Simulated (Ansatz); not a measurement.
# HCO, doublet: energies of several shapes or isomers

Program: Ansatz, Gaussian basis, development build. Settings: STO-3G; 2 core orbitals frozen; no relativity. Small basis; these aren't basis-limit values. On stretched bonds single-reference methods can fail or change state.

Case A. A bond is stretched, to 1.56 times the sum of the covalent radii.

```xyz
3

C     0.0000    0.0000    0.0000
H     0.0000    1.3800   -0.9450
O     0.0000    0.0000    1.1760
```

Case B:

```xyz
3

C     0.0000    0.0000    0.0000
H     0.0000    0.9200   -0.6300
O     0.0000    0.0000    1.2348
```

Energy less that of case A, in eV:

```
case   RCCSD
   B  -1.331
```

**Question.** Give the full CI energies against case A.

**Answer.** B: -1.232 eV (-28.4 kcal/mol).
